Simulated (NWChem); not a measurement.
## Basis-set dependence for S

SMILES: [S]
```xyz
1

S      0.0000     0.0000     0.0000
```
Charge 0, spin multiplicity 3.

The numbers come from NWChem runs, not from measurements.

Hartree-Fock energies in Ha, correlation energies in mHa.

The correlated methods keep 5 core orbitals frozen. The stability of the SCF solutions was not checked. Open-shell Hartree-Fock references start from PBE0 orbitals. Coupled-cluster values serve here as a point of comparison, not as the truth.

```json
[
 {"basis": "3-21G", "functions": "13", "UHF": "-395.55134", "UMP2": "-20.6", "SCS-UMP2": "-20.6", "CCSD on ROHF": "-26.4", "CCSD[T] on ROHF": "-26.5", "CCSD(T) on ROHF": "-26.5", "CCSD on UHF": "-26.2", "CCSD[T] on UHF": "-26.3", "CCSD(T) on UHF": "-26.3", "CCSDT on ROHF": "-26.5", "URI-MP2": "not run"},
 {"basis": "cc-pVDZ", "functions": "18", "UHF": "-397.49680", "UMP2": "-83.8", "SCS-UMP2": "-82.6", "CCSD on ROHF": "-106.5", "CCSD[T] on ROHF": "-107.7", "CCSD(T) on ROHF": "-107.7", "CCSD on UHF": "-102.6", "CCSD[T] on UHF": "-103.8", "CCSD(T) on UHF": "-103.8", "CCSDT on ROHF": "-107.9", "URI-MP2": "-83.8"},
 {"basis": "cc-pVTZ", "functions": "34", "UHF": "-397.50927", "UMP2": "-116.5", "SCS-UMP2": "-116.4", "CCSD on ROHF": "-144.9", "CCSD[T] on ROHF": "-149.9", "CCSD(T) on ROHF": "-150.0", "CCSD on UHF": "-139.5", "CCSD[T] on UHF": "-144.2", "CCSD(T) on UHF": "-144.1", "CCSDT on ROHF": "-150.4", "URI-MP2": "-116.5"},
 {"basis": "cc-pVQZ", "functions": "59", "UHF": "-397.51258", "UMP2": "-127.3", "SCS-UMP2": "-128.2", "CCSD on ROHF": "-154.4", "CCSD[T] on ROHF": "-160.7", "CCSD(T) on ROHF": "-160.8", "CCSD on UHF": "-148.8", "CCSD[T] on UHF": "-154.6", "CCSD(T) on UHF": "-154.5", "CCSDT on ROHF": "not run", "URI-MP2": "-127.3"}
]
```

From cc-pVTZ to cc-pVQZ the Hartree-Fock energy moves by -3.3 mHa and the UMP2 correlation energy by -10.7 mHa, which is 8 % of its value in the larger set.
